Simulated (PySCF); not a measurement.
## One molecule, a ladder of functionals, a line

Molecule: `CP(C)(C)=N`, C3H10NP.

Mapped SMILES: `[CH3:1][P:2]([CH3:3])([CH3:4])=[NH:5]`. Hydrogens are named by the atom that carries them.

GIAO shieldings (ppm, equivalent atoms averaged) in PySCF on the PBE0-D3(BJ)/def2-SVP geometry, basis pcSseg-1, gas phase, non-relativistic:

| functional | exact exchange (%) | σ(C1/C3/C4) | σ(N5) |
| --- | --- | --- | --- |
| BLYP | 0 | 152.9 | 203.5 |
| BP86 | 0 | 157.4 | 206.3 |
| PBE | 0 | 157.8 | 207.3 |
| B3LYP | 20 | 157.3 | 211.1 |
| mPW1PW91 | 25 | 161.9 | 216.3 |
| HF | 100 | 171.9 | 240.0 |

Q: Fit each shielding as a line in the percentage of exact exchange.

A: σ(C1/C3/C4) = 156.0 + 0.16 x (rms 1.9 ppm); σ(N5) = 205.8 + 0.34 x (rms 1.5 ppm). The functionals also differ in their semilocal parts, which the line can't hold; Hartree–Fock has no correlation at all.

Q: What does the line predict for PBE0 (25 %), and what does the run give?

A: σ(C1/C3/C4): 160.0 predicted, 162.8 computed; σ(N5): 214.3 predicted, 216.6 computed ppm.
